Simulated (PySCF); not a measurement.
## Energy of Li (lithium, neutral) between two integer charges

The 2s alpha orbital of [He] 2s1 is emptied in steps (occupation f), with all orbitals relaxed, ending at 1s2. Computed with PySCF 2.14 in x2c-TZVPall (5s3p, 14 functions), with scalar relativity by spin-free X2C-1e. The exact energy is a straight line in f; departures are measured from the line between the end points of the same method.

```json
{"f": "1", "UHF (eV)": "0.000", "LDA (eV)": "0.000", "PBE (eV)": "0.000", "PBE0 (eV)": "0.000", "LC-wPBE (eV)": "0.000", "BHandHLYP (eV)": "0.000", "M06-2X (eV)": "0.000"}
{"f": "0.8", "UHF (eV)": "0.000", "LDA (eV)": "-0.366", "PBE (eV)": "-0.376", "PBE0 (eV)": "-0.275", "LC-wPBE (eV)": "0.006", "BHandHLYP (eV)": "-0.202", "M06-2X (eV)": "-0.192"}
{"f": "0.6", "UHF (eV)": "0.000", "LDA (eV)": "-0.537", "PBE (eV)": "-0.555", "PBE0 (eV)": "-0.403", "LC-wPBE (eV)": "0.012", "BHandHLYP (eV)": "-0.300", "M06-2X (eV)": "-0.285"}
{"f": "0.4", "UHF (eV)": "0.000", "LDA (eV)": "-0.515", "PBE (eV)": "-0.540", "PBE0 (eV)": "-0.388", "LC-wPBE (eV)": "0.017", "BHandHLYP (eV)": "-0.295", "M06-2X (eV)": "-0.271"}
{"f": "0.2", "UHF (eV)": "0.000", "LDA (eV)": "-0.313", "PBE (eV)": "-0.342", "PBE0 (eV)": "-0.243", "LC-wPBE (eV)": "0.014", "BHandHLYP (eV)": "-0.192", "M06-2X (eV)": "-0.162"}
{"f": "0", "UHF (eV)": "0.000", "LDA (eV)": "0.000", "PBE (eV)": "0.000", "PBE0 (eV)": "0.000", "LC-wPBE (eV)": "0.000", "BHandHLYP (eV)": "0.000", "M06-2X (eV)": "0.000"}
```

```
   method  E(f=0) − E(f=1) (eV)  −ε at f=1 (eV)  −ε at f=0.4 (eV)
      UHF                 5.342           5.343             5.342
      LDA                 5.472           3.163             6.051
      PBE                 5.586           3.220             6.133
     PBE0                 5.569           3.828             5.983
  LC-wPBE                 5.579           5.602             5.586
BHandHLYP                 5.514           4.244             5.791
   M06-2X                 5.423           4.182             5.781
```

Orbital energy along the path (eV):

```
  f     UHF     LDA     PBE    PBE0  LC-wPBE  BHandHLYP  M06-2X
  1  -5.343  -3.163  -3.220  -3.828   -5.602     -4.244  -4.182
0.8  -5.343  -4.127  -4.199  -4.564   -5.611     -4.764  -4.728
0.6  -5.342  -5.103  -5.182  -5.291   -5.608     -5.283  -5.202
0.4  -5.342  -6.051  -6.133  -5.983   -5.586     -5.791  -5.781
0.2  -5.342  -6.869  -6.994  -6.589   -5.540     -6.269  -6.118
  0  -5.341  -6.512  -6.760  -6.331   -5.480     -6.515  -6.662
```

As f goes to zero the orbital energy of a semilocal functional can turn back, because the density of that orbital vanishes from the exchange-correlation potential.

Reference removal energy between the ground levels: 5.392 eV (measured; NIST Atomic Spectra Database, ionization energies). UHF lacks correlation.
